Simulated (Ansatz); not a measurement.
Two isomers of C4H6O: A = `C=CC(=C)O`, B = `C#CCOC`.

Program: Ansatz. Geometries: PBE0-D4/def2-TZVP. ΔE: electronic, gas phase. CBS: MP2 limit from def2 TZ/QZ plus the TZ coupled-cluster correction, frozen cores. Functionals use def2-TZVPP. B3LYP here is the variant with VWN-RPA as its local correlation; programs differ in this. Each species was taken in one conformer, which may not be the lowest.

(1) Which is lower in electronic energy at CCSD(T)/CBS, and by how much? (Best estimate.)

(2) Give E(B) − E(A) in kcal/mol with B3LYP, PBE-D4, HF/def2-TZVPP, B2PLYP, B3LYP-D4, MP2/def2-TZVPP, CCSD(T)/def2-TZVPP. (Estimate.)

Largest T1 diagnostic: 0.012.

## Answers

(1) Ansatz gave: A, by 34.4 kcal/mol.

(2) Ansatz gave: B3LYP 35.2, PBE-D4 38.1, HF/def2-TZVPP 31.8, B2PLYP 33.8, B3LYP-D4 36.2, MP2/def2-TZVPP 32.6, CCSD(T)/def2-TZVPP 33.9. None reverses the order clearly.

The D4 term adds +1.0 kcal/mol with B3LYP and +0.5 kcal/mol with PBE0; it sums over pairs of atoms, weighted by their polarisabilities, and B3LYP, whose exchange is more repulsive, gets the larger term. In def2-TZVPP, CCSD(T) changes the Hartree–Fock value by +2.2 kcal/mol (the triples alone add +0.9 kcal/mol) and MP2 by +0.9 kcal/mol.
